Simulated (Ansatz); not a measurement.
# AlH3OS: the cost of one run

Program: Ansatz 0.2.0, Gaussian basis. Level of theory: PBE0-D4/def2-SVP. These are calculated values, not measurements.

17 further runs of the same task are left out: 1 that didn't finish, 16 set aside as unsound or not needed.

### 1 Starting geometry

The first end: 6 atoms, charge 0, spin multiplicity 1.

Atoms are counted from 1 here; the program's logs count them from 0.

Bond lengths: Al1–H2 1.571 Å, Al1–S3 2.184 Å, Al1–O5 1.689 Å, S3–H4 1.344 Å, O5–H6 0.955 Å. Angles: H2–Al1–S3 121.9°, H2–Al1–O5 118.7°, S3–Al1–O5 119.4°, Al1–S3–H4 92.4°, Al1–O5–H6 125.3°.

As a file:

```
Al    0.34681    0.09506    0.24287
H     1.90076    0.31442    0.30959
S    -0.66895   -0.41627   -1.62190
H     0.48159   -0.40445   -2.31711
O    -0.55701    0.26153    1.65953
H    -1.50321    0.14972    1.72702
```

The second end:

```tsv
atom	x (Å)	y (Å)	z (Å)
Al1	-0.60117	-0.14039	-0.29811
H2	1.63048	0.20162	-0.07253
S3	-1.20475	-0.59716	-2.15476
H4	1.51088	0.03731	-0.80539
O5	-0.33861	0.22279	1.32004
H6	-0.99684	0.27583	2.01075
```

### 2 The band at PBE0-D4/def2-SVP

Input file neb/in.yaml:

```yaml
crystal:
  periodic: [false, false, false]
  atoms:
    - {symbol: Al, position_ang: [0.346812, 0.095061, 0.242874]}
    - {symbol: H, position_ang: [1.900762, 0.314422, 0.309593]}
    - {symbol: S, position_ang: [-0.668945, -0.416274, -1.621904]}
    - {symbol: H, position_ang: [0.481591, -0.404454, -2.317113]}
    - {symbol: O, position_ang: [-0.557010, 0.261525, 1.659529]}
    - {symbol: H, position_ang: [-1.503211, 0.149720, 1.727020]}
basis:
  gaussian: {orbitals: def2-SVP}
hamiltonian: {xc: pbe0, dispersion: d4}
neb:
  images: 5
  climbing: true
  max_iterations: 40
  initial_path: idpp
  final_atoms:
    - {symbol: Al, position_ang: [-0.601172, -0.140390, -0.298110]}
    - {symbol: H, position_ang: [1.630482, 0.201619, -0.072528]}
    - {symbol: S, position_ang: [-1.204747, -0.597158, -2.154765]}
    - {symbol: H, position_ang: [1.510881, 0.037314, -0.805385]}
    - {symbol: O, position_ang: [-0.338607, 0.222788, 1.320035]}
    - {symbol: H, position_ang: [-0.996837, 0.275827, 2.010754]}
```

Started as:

```
> ansatz run in.yaml --threads 2 --pin off --events-out ev --progress --plain --max-ram 4352MiB
```

**Question.** How long does this run take on 2 threads of Arm Neoverse V2, shared host?

About 59 s.
